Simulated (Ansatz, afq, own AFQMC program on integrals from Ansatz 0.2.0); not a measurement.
Integrals from Ansatz 0.2.0, then the random walk in our own AFQMC program (afq).

```yaml
crystal:
  periodic: [false, false, false]
  atoms:
    - {symbol: N, position_ang: [0.000000, -0.048934, 0.644700]}
    - {symbol: O, position_ang: [0.000000, 0.092046, -0.505694]}
    - {symbol: H, position_ang: [0.000000, -0.781076, -0.931925]}
basis:
  gaussian: {orbitals: cc-pVDZ}
magnetization: {spin_polarized: true, initial_magnetization: 2}
correlation: {method: ccsd_t, electrons: outside_noble_gas, hamiltonian_folder: ham}
```

```sh
$ ansatz run in.yaml --threads 1 --pin off --events-out ev --progress --plain --max-ram 1382MiB
```

Options of the walk:

```
--method free --trial cisd --walkers 60 --time-step 0.03 --max-blocks 80 --target-error 0.00042 --factor-cut 1e-05 --seed 6881 --times 0,0.21,0.42,0.81,1.2,1.8,2.4,3 --taylor-order 8
```

Times are imaginary, in 1/Eh. The walk had a cap of 820 s.

Log:

```
orbitals 31  electrons 7 5  factors 234 of 309
reference energy -129.78518405 Eh
CCSD correlation -0.30705364 Eh in 11 cycles, weight of the determinant in the CISD state 0.9141
repeat  energy at the last time / Eh  error
    10  -130.103845  0.002059
    20  -130.101027  0.001508
    30  -130.100279  0.001252
    40  -130.100006  0.000995
    50  -130.100228  0.000858
    60  -130.099794  0.000788
    70  -130.099455  0.000723
    80  -130.099363  0.000665
time / (1/Eh)  energy / Eh  error  mean overlap
  0.00  -130.092567  0.000219  1.0955
  0.21  -130.096609  0.000238  1.1030
  0.42  -130.098262  0.000269  1.1125
  0.81  -130.099323  0.000309  1.1043
  1.20  -130.099762  0.000342  1.0928
  1.80  -130.100221  0.000393  1.0646
  2.40  -130.100093  0.000526  1.0473
  3.00  -130.099363  0.000665  1.0550
energy -130.099363 +/- 0.000665 Eh
```

The run passed its tests (error under three times the target), which doesn't prove that it has relaxed.

Against this walk (error 18.1 meV) on the same determinant: CCSD(T) 19.9 meV higher (within the noise), CCSDT(Q) 8.4 meV lower (within the noise). The error is statistical, and a free projection of finite length keeps a remainder of its start. The last points scatter (meV from the last: 1 ± 8 at 0.81, -11 ± 9 at 1.20, -23 ± 11 at 1.80, -20 ± 14 at 2.40, 0 ± 18 at 3.00); the last is the one printed as the energy, and the gaps above move with that scatter.

Cautions: remainder of the start not in the error; error above the target (18.1 against 11.4 meV); lower spins were not checked.

The walk took 2.5 min on 1 thread of Arm Neoverse V2 (shared host). The log's last line is the free-projection energy.

CCSDT and higher add their correlation energy to the determinant of the CCSD(T) run, since their own runs factorise the integrals more tightly (a shift of under 2 meV). A walk keeps the symmetry of its determinant, which the program's search chose and which needn't be the lowest solution, so a lower state of the same spin and another symmetry isn't excluded.
